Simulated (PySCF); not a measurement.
Species: C₅H₇F.
Atom-mapped SMILES: `[CH3:1][C:2]1=[CH:3][C@@H:4]1[CH2:5][F:6]` (hydrogens: H7, H8, H9 on C1; H10 on C3; H11 on C4; H12, H13 on C5)

Method: PBE0-D3(BJ)/def2-SVP geometry optimisation, gas phase in PySCF 2.14.0.

Problem. What internal coordinates does the optimisation give?

Solution. 
| bond | length (pm) |
| --- | --- |
| C1–C2 | 146.9 |
| C2=C3 | 129.8 |
| C3–C4 | 150.2 |
| C4–C5 | 150.2 |
| C5–F6 | 138.0 |
| C2–C4 | 150.2 |
| C1–H7, C1–H8, C1–H9 | 110.1 |
| C3–H10 | 108.7 |
| C4–H11 | 110.5 |
| C5–H12 | 110.5 |
| C5–H13 | 110.5 |

Bonds in one row agree within 1 pm and their mean is given. A selection of angles:
| angle | degrees |
| --- | --- |
| C2–C1–H7 | 110.2 |
| C2–C1–H9 | 112.0 |
| H7–C1–H8 | 106.5 |
| H7–C1–H9 | 109.3 |
| C1–C2–C3 | 153.2 |
| C1–C2–C4 | 142.4 |
| C3–C2–C4 | 64.4 |
| C2–C3–C4 | 64.4 |
| C2–C3–H10 | 150.7 |
| C4–C3–H10 | 144.9 |
| C3–C4–C5 | 121.6 |
| C3–C4–H11 | 119.3 |
| C5–C4–H11 | 112.9 |
| C2–C4–C3 | 51.2 |
| C2–C4–C5 | 120.3 |
| C2–C4–H11 | 118.3 |
| C4–C5–F6 | 110.4 |
| C4–C5–H12 | 111.5 |
| C4–C5–H13 | 110.0 |
| F6–C5–H12 | 107.8 |
| F6–C5–H13 | 108.4 |
| H12–C5–H13 | 108.6 |

Torsions: C1–C2–C3–C4 178° (antiperiplanar); C2–C3–C4–C5 105° (anticlinal); C3–C4–C5–F6 -139° (anticlinal); C1–C2–C4–C3 -179° (antiperiplanar).

The 3-membered ring C2–C3–C4 has internal angles of 51.2° to 64.4°. The 5 C–C bonds span 1.298 Å (C2=C3, drawn double) to 1.502 Å (C4–C5, drawn single), a spread of 0.204 Å.

Point group: C1 (no symmetry element, even within 0.4 Å). Whether it is a minimum is left open (no frequencies). One conformer, not necessarily the lowest.

The run took 66 s of wall time on one thread of an Arm Neoverse V1 (shared host), and the process peaked at 0.50 GiB of memory. These figures are those of the optimisation.
